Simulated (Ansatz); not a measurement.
## fcc Pb

Level of theory: B3LYP (VWN-RPA form) (Ansatz, a program for electronic structure, plane waves, PAW).

Run with plane-wave cutoff 460 eV, 12×12×12 k mesh, Fermi–Dirac smearing 0.05 eV, scalar-relativistic PAW data made under PBE.

Cell (relaxed at this level):

Space group Fm-3m (No. 225); a = b = c = 5.123 Å, α = β = γ = 90.00°

```tsv
atom	site	symmetry	x	y	z
Pb	4a	m-3m	0.0000	0.0000	0.0000
```
(The calculation used a cell of 1 atom; values per cell refer to that cell.)

```json
{
  "bulk_modulus": "34.9 GPa"
}
```

Measured, for comparison: bulk modulus 47 GPa (corrected for temperature and zero-point phonon effects; as tabulated in Levämäki et al. (2014), arXiv:1402.3671). Computed (rounded) less measured: bulk modulus -26 %.

Note: the cell is over a tenth larger than the published one (another phase or state, or a fault of the published cell, is possible).

Spin–orbit coupling is not included; it can shift volumes and moduli of such heavy elements.

The computed numbers hold no vibrational or temperature effects.

The result took very roughly 16 core-minutes.
